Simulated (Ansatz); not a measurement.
**CH₃+ (triplet): the correlation ladder, cc-pVTZ**

The task here is to estimate one member of a computed series from the others.

Method: cc-pVTZ, core rule «outside noble gas», up to 1 orbitals frozen; program: Ansatz 0.2.0, Gaussian basis.

The runs, in order: UHF; CCSD(T) on ROHF; CCSD(T) on UHF; BCCD(T) on ROHF; CCSDT(Q) on ROHF; CCSDT(Q) on UHF; CASSCF and MRCISD+Q, 6 electrons in 7 orbitals; CASSCF and NEVPT2, 6 electrons in 7 orbitals.

21 further runs of the same task are left out: 8 that didn't finish, 13 set aside as unsound or not needed. Runs told in other sessions of the task aren't counted.

## What is computed

The geometry is a PBE0/def2-TZVP stationary point (not a proven minimum) of the parent state, kept for this charge and spin.

4 atoms, charge 1, spin multiplicity 3.

Atoms are counted from 1 here; the program's logs count them from 0.

Bond lengths: C1–H2 1.080 Å, C1–H3 1.080 Å, C1–H4 1.080 Å. Angles: H2–C1–H3 120.0°, H2–C1–H4 120.0°, H3–C1–H4 120.0°.

The first run:

Contents of in.yaml:

```yaml
crystal:
  periodic: [false, false, false]
  atoms:
    - {symbol: C, position_ang: [0.000000, 0.000000, 0.000000]}
    - {symbol: H, position_ang: [1.079931, 0.014026, -0.000321]}
    - {symbol: H, position_ang: [-0.552113, 0.928231, -0.002734]}
    - {symbol: H, position_ang: [-0.527818, -0.942256, 0.003055]}
basis:
  gaussian: {orbitals: cc-pVTZ}
total_charge: 1
magnetization: {spin_polarized: true, initial_magnetization: 2}
hamiltonian: {xc: hf}
output: {orbitals: {seedname: orbitals}}
```

Command:

```console
$ ansatz run in.yaml --threads 1 --pin off --events-out ev --progress --plain --max-ram 2393MiB
```

Among the steps run: UHF; CCSD(T) on ROHF; CCSD(T) on UHF; BCCD(T) on ROHF; CCSDT(Q) on ROHF; CCSDT(Q) on UHF; CASSCF and MRCISD+Q, 6 electrons in 7 orbitals; CASSCF and NEVPT2, 6 electrons in 7 orbitals.

One table of the session follows, with a row left open; its other results are not shown here.

| method | from UCCSDT(Q) (meV) |
| --- | --- |
| ROHF | +4164.0 |
| UHF | +4028.6 |
| RMP2 | +662.9 |
| UMP2 | +690.5 |
| RCCSD | +124.1 |
| UCCSD | +118.5 |
| RCCSD(T) | +18.6 |
| UCCSD(T) | +17.2 |
| BCCD(T) | +18.6 |
| RCCSDT | +4.2 |
| UCCSDT | +2.4 |
| RCCSDT(Q) | +1.7 |
| UCCSDT(Q) | 0 |
| CASSCF valence | +2743.4 |
| NEVPT2 valence | ? |
| MRCISD valence | +114.0 |
| MRCISD+Q valence | +26.2 |

**Question.** Estimate the row for NEVPT2 valence.

The run gave: from UCCSDT(Q) (meV): +518.1. In the column «from UCCSDT(Q) (meV)» it lies between RCCSD (+124.1) and RMP2 (+662.9).

The ROHF row is the lowest such solution found; the determinant under the restricted MP2 and coupled-cluster rows lies 0.07 eV higher.

Limits of these values: Restricted and unrestricted rows rest on different reference determinants; a gap between their highest levels can come from leftover correlation error, from unlike frozen cores or from another state.
